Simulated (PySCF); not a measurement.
## Reproducing measurements on acetyl fluoride

**Measured values to compare with.**

From NIST CCCBDB Release 22 (SRD 101), experimental dipoles, for the gas: dipole moment (microwave Stark effect) 2.96 D.

The results are set against them at the end.

Acetyl fluoride, C2H3FO.
Numbering: `[CH3:1][C:2](=[O:3])[F:4]` (hydrogens: H5, H6, H7 on C1)

Cartesian coordinates in Å at the PBE0-D3(BJ)/def2-SVP level; atoms count from 1:
```xyz
7
C2H3FO angstrom
C     -0.6385   -0.0712   -0.1213
C      0.8356   -0.0390    0.1041
O      1.6403   -0.8657   -0.1543
F      1.2071    1.1257    0.6632
H     -1.1682    0.2082    0.8002
H     -0.9443   -1.0677   -0.4577
H     -0.9003    0.6758   -0.8862
```

Runs made with PySCF (gas phase, on this PBE0-D3(BJ)/def2-SVP geometry; no spin–orbit coupling):

```csv
level,job,basis functions,wall time
"PBE0-D3(BJ)/def2-SVP, grid level 1",geometry optimisation from a GFN2-xTB start shaken at random,71,7.2 s
B3LYP/def2-SVPD,"6 singlets by full TDDFT, polarisability, dynamic polarisability, density and orbital grids written",110,5.9 s
BHandHLYP/aug-pcX-1 (pcseg-1 on H),"K-edge TDA, 28 lines",147,3.9 s
```

Hardware: an Arm Neoverse V2 with one thread, no GPU, shared host.

**Comparison with experiment**

**Dipole moment.** Measured: 2.96 D (NIST CCCBDB Release 22 (SRD 101), experimental dipoles).

```csv
level,computed (D),computed − measured (D),% (from the printed values)
PBE0-D3(BJ)/def2-SVP,2.84,-0.12,-4
B3LYP/def2-SVPD,3.00,+0.04,+1
BHandHLYP/aug-pcX-1 (pcseg-1 on H),3.10,+0.14,+5
```

Closest is B3LYP/def2-SVPD (+0.04 D), furthest BHandHLYP/aug-pcX-1 (pcseg-1 on H) (+0.14 D); one molecule doesn't rank methods. The computed dipoles belong to one fixed geometry; measured ones are averaged over vibrations unless marked μe. Magnitudes are compared, not signs.

The geometry is computed, not the measured one. Where a level misses, the cause wasn't examined.
